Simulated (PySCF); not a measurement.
Species: 2,2,2-trifluoroethanethiol, C2H3F3S.
Numbering: `[F:1][C:2]([F:3])([F:4])[CH2:5][SH:6]` (hydrogens: H7, H8 on C5; H9 on S6)

Geometry (PBE0-D3(BJ)/def2-SVP, Å), atoms numbered from 1 in this order:
```xyz
9
C2H3F3S angstrom
F     -1.3657    0.2370    0.9644
C     -0.8357   -0.3757   -0.0989
F     -1.1459   -1.6743   -0.0090
F     -1.4307    0.1096   -1.1842
C      0.6659   -0.2070   -0.1406
S      1.2219    1.5103   -0.2314
H      1.0943   -0.7261    0.7285
H      1.0376   -0.7064   -1.0463
H      0.7948    1.8584    1.0012
```

Computed, not measured: core-valence-separated Tamm–Dancoff BHandHLYP/aug-pcX-1 (pcseg-1 on H, def2-SVPD on S) in PySCF, non-relativistic, gas phase, PBE0-D3(BJ)/def2-SVP geometry. BHandHLYP without relativity tends to put these K edges a few eV too low, so spacings mean more than positions.

(1) List the fluorine K-edge absorption lines.

(2) Give energies, oscillator strengths and core holes at the C K edge.

Results:

(1) 
```json
{"E (eV)": "687.06", "f": "0.0244", "core hole on": "F3", "main final orbital": "spread"}
{"E (eV)": "687.24", "f": "0.0183", "core hole on": "F1", "main final orbital": "spread"}
{"E (eV)": "687.41", "f": "0.0227", "core hole on": "F4", "main final orbital": "spread"}
{"E (eV)": "687.83", "f": "0.0155", "core hole on": "F3", "main final orbital": "LUMO (43 %)"}
{"E (eV)": "687.91", "f": "0.0225", "core hole on": "F1", "main final orbital": "LUMO (31 %)"}
{"E (eV)": "688.00", "f": "0.0156", "core hole on": "F4", "main final orbital": "LUMO (35 %)"}
{"E (eV)": "688.48", "f": "0.0061", "core hole on": "F1", "main final orbital": "LUMO+1 (72 %)"}
{"E (eV)": "688.53", "f": "0.0077", "core hole on": "F4", "main final orbital": "LUMO+1 (64 %)"}
{"E (eV)": "688.60", "f": "0.0061", "core hole on": "F1/F4", "main final orbital": "LUMO+3 (2 roots, f summed)"}
{"E (eV)": "688.65", "f": "0.0096", "core hole on": "F3", "main final orbital": "LUMO+2/LUMO+3 (2 roots, f summed)"}
{"E (eV)": "688.95", "f": "0.0033", "core hole on": "F4", "main final orbital": "LUMO+2 (64 %)"}
{"E (eV)": "689.00", "f": "0.0049", "core hole on": "F3", "main final orbital": "spread"}
{"E (eV)": "689.03", "f": "0.0041", "core hole on": "F1", "main final orbital": "spread"}
```

The first line with a tenth or more of the strongest one's intensity is at 687.06 eV (f = 0.024), with the hole on F3 (fluorine of a CF3 group). It is also the strongest listed.

(2) 
```tsv
E (eV)	f	core hole on	main final orbital
285.80	0.0489	C5	spread
286.90	0.0192	C5	LUMO (71 %)
287.41	0.0357	C5	spread
288.20	0.0042	C5	LUMO+4 (37 %)
288.78	0.0100	C5	spread
289.27	0.0069	C5	LUMO+3 (38 %)
289.53	0.0005	C5	LUMO+5 (44 %)
290.00	0.0022	C5	LUMO+6 (32 %)
290.04	0.0053	C5	LUMO+10 (32 %)
290.33	0.0015	C5	LUMO+7 (75 %)
290.51	0.0011	C5	LUMO+8 (62 %)
```

The first line with a tenth or more of the strongest one's intensity is at 285.80 eV (f = 0.049), with the hole on C5 (sp3 carbon bound to sulfur). It is also the strongest listed.

Roots within 0.03 eV whose holes lie on the same, on equivalent or on shared atoms are summed into one line, and the highest roots are left out, as the search may have cut off their partners. Final orbitals are the ground state's empty Kohn–Sham orbitals.

What are the wavelength and the wavenumber of the 688.95 eV line?

λ = 12398.42 eV Å/688.95 eV = 17.996 Å; 5.5568 × 10⁶ cm⁻¹.

Only the lowest roots of each edge were sought.

Time: 18 s wall. Hardware: x86-64 server, one thread, on a shared host.

One conformer stands for the species.
